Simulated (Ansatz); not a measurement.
# Molecular dynamics of BH4NO

The input (input.yaml):

```yaml
crystal:
  periodic: [false, false, false]
  atoms:
    - { symbol: B, position_ang: [0.034874, -0.036452, -0.120116] }
    - { symbol: H, position_ang: [-0.124666, 0.538997, 0.944622] }
    - { symbol: "N", position_ang: [1.296891, 0.019064, -0.749096] }
    - { symbol: H, position_ang: [1.489714, -0.438165, -1.642509] }
    - { symbol: H, position_ang: [2.089189, 0.523862, -0.356707] }
    - { symbol: O, position_ang: [-0.985284, -0.741851, -0.729957] }
    - { symbol: H, position_ang: [-1.807718, -0.712155, -0.212737] }
basis:
  gaussian: { orbitals: def2-SVP }
hamiltonian:
  xc: blyp
  dispersion: d4
md:
  timestep: 1.0
  n_steps: 250
  ensemble: nve
  temperature: 500.0
  initial_velocities: maxwell_boltzmann
  seed: 728056
  masses: [{ species: H, mass: 2.014 }]
```

Command:

```bash
$ ansatz run input.yaml --threads 1 --pin off --max-ram 2048MiB --backend cpu --events-out ev --progress --plain --runs-dir out
```

It starts from a relaxed structure.

Output, in part (step lines, the closing report, with atoms numbered from 0):

```
md step     0: t =     0.00 fs  T =   500.0 K  F+E_penalty+E_count = -4276.53022649 eV  E_kin = 0.323150 eV  conserved = -4276.20707650 eV  (26 SCF iters)
[... lines left out ...]
Total energy: -4276.37681286 eV, -157.1539492402 hartree
Atom 0 at     0.041841    -0.010670    -0.112111 Å, force    -0.505534    -0.302164     1.068489 eV/Å
Atom 1 at    -0.149821     0.485116     1.065783 Å, force     0.206534    -0.312402    -1.243736 eV/Å
Atom 2 at     1.313166     0.032744    -0.743448 Å, force    -1.014801    -0.218514    -0.039685 eV/Å
Atom 3 at     1.313756    -0.487422    -1.625689 Å, force     0.608812     0.152998    -0.103634 eV/Å
Atom 4 at     2.188322     0.444068    -0.415148 Å, force    -0.256174    -0.094799    -0.090889 eV/Å
Atom 5 at    -0.992444    -0.744135    -0.750180 Å, force     1.088803     0.743823     0.311351 eV/Å
Atom 6 at    -1.799446    -0.744610    -0.213877 Å, force    -0.127640     0.031059     0.098103 eV/Å
Dipole moment:     0.126396     0.020418    -0.001708 e Å
```

The steps, from the saved trajectory:

```csv
time (fs),T (K),potential energy less start (eV),conserved less start (meV/atom)
0,500,0.000,0.00
8,201,0.195,0.22
16,205,0.193,0.33
24,332,0.110,0.26
32,112,0.254,0.36
40,259,0.158,0.34
48,326,0.115,0.33
56,202,0.195,0.32
64,239,0.171,0.30
72,304,0.127,0.10
80,186,0.205,0.23
88,331,0.111,0.28
96,223,0.182,0.40
104,254,0.161,0.34
112,297,0.133,0.28
120,94,0.265,0.39
128,242,0.169,0.29
136,332,0.111,0.27
144,260,0.156,0.18
152,308,0.126,0.19
160,310,0.125,0.31
168,61,0.287,0.49
176,252,0.163,0.31
184,294,0.135,0.24
192,184,0.206,0.35
200,429,0.047,0.18
208,196,0.199,0.35
216,206,0.192,0.26
224,286,0.139,0.20
232,191,0.202,0.34
240,223,0.182,0.45
248,291,0.137,0.35
```

The run went to its last step. The conserved energy stayed within 0.52 meV per atom of its start (net change 0.32 meV per atom), so the integration is sound. Over the second half the temperature averaged 0.51 of the 500 K drawn at the start: a run that starts near a minimum puts about half its kinetic energy into the potential. A run of 0.25 ps of so small a system gives no equilibrium averages.

The same pairs are bonded in the first frame and the last. Pairs count as bonded within 1.25 times the sum of covalent radii (0.12 Å more for H–H).

Last frame:

```xyz
7
Properties=species:S:1:pos:R:3
B 0.042 -0.011 -0.112
H -0.150 0.485 1.066
N 1.313 0.033 -0.743
H 1.314 -0.487 -1.626
H 2.188 0.444 -0.415
O -0.992 -0.744 -0.750
H -1.799 -0.745 -0.214
```

The run took 5 min on 1 thread of Arm Neoverse V1, on a shared host, peak memory 0.099 GiB.
